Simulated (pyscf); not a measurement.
Single points on ωB97X-D3(BJ)/def2-SVP structures (PySCF, gas phase).

Problem. How much does it cost (ΔH, 298 K, ωB97M-D3(BJ)/def2-TZVP) to split H₃Si–P(SiH₃)–PH₂ (SMILES [SiH3]P([SiH3])P) at its P–P bond into H₃Si–P•–SiH₃ + PH₂•?

Solution. P–P to H₃Si–P•–SiH₃ + PH₂•: 2.55 eV. The 7 functionals that were run give +2.34 (r²SCAN) to +2.74 eV (ωB97X-D3(BJ)). Other isomers of H₃Si–P•–SiH₃ were not searched in full and may lie lower.
